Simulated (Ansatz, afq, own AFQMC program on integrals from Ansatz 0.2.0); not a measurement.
# Where AFQMC and coupled cluster stand for HfOF₂, singlet

| atom | x (Å) | y (Å) | z (Å) |
| --- | --- | --- | --- |
| Hf | -0.1185 | 0.0301 | 0.0000 |
| O | 0.4405 | 1.6923 | 0.0000 |
| F | 0.3710 | -0.8539 | -1.6420 |
| F | 0.3710 | -0.8539 | 1.6420 |

Connectivity, by distances: O–Hf(–F)–F.

Basis def2-SVP with its core potentials. Only valence electrons are correlated. Integrals, coupled cluster, full CI and functionals: Ansatz 0.2.0; the random walks run on the same integrals in our own AFQMC program. ph-AFQMC/CISD is guided by a CISD state made of CCSD amplitudes; releasing the constraint for a short imaginary time cuts its bias at the price of noise, slowly where states lie close. ± is one standard error of the sampling. No spin–orbit coupling. The metal's outer-core s and p shells are frozen, which shifts wave-function levels against functionals.

Determinant: RHF, the one that the program's search chose, which needn't be the lowest solution. The geometry is a PBE0/def2-TZVP stationary point of this or a neighbouring charge and spin state.

No full CI on the walks' own integrals is used here; CCSDT(Q) serves as the reference and is uncertain by about the last step of the cluster series.

Cautions: no spin-orbit coupling; outer-core shells of the metal frozen.

- T1 diagnostic: 0.0226
- weight of the determinant in the CISD state: 0.831
- size of the correlated space: 24 electrons in 67 orbitals

```tsv
level	correlation energy (eV)
MP2	-18.5367
CCSD	-18.0612
CCSD(T)	-18.5864
```

Problem. Estimate where phaseless AFQMC with a CISD trial lies against CCSD(T) on the same integrals.

Solution. 5.6 ± 0.8 kJ/mol below CCSD(T).

Reference: CCSDT(Q), correlation energy -18.657 eV. The released energy is read at 1.20 1/Eh (meV from the phaseless value at times in 1/Eh: -5 ± 7 at 0.24, -4 ± 6 at 0.48, -9 ± 9 at 0.80, -14 ± 15 at 1.20).

```csv
level,E − E(reference) (kJ/mol),share of correlation (%)
CCSD(T),6.8,99.62
CCSDT,6.1,99.66
ph-AFQMC/HF,-29.8 ± 8.2,101.65
ph-AFQMC/CISD,1.1 ± 0.8,99.94
released AFQMC,-0.2 ± 1.5,100.01
```

A walk keeps the symmetry of its determinant, which the program's search chose and which needn't be the lowest solution, so a lower state of the same spin and another symmetry isn't excluded. Released energies are given only where the last usable release times agree within the noise; a slower fall can still hide under it.
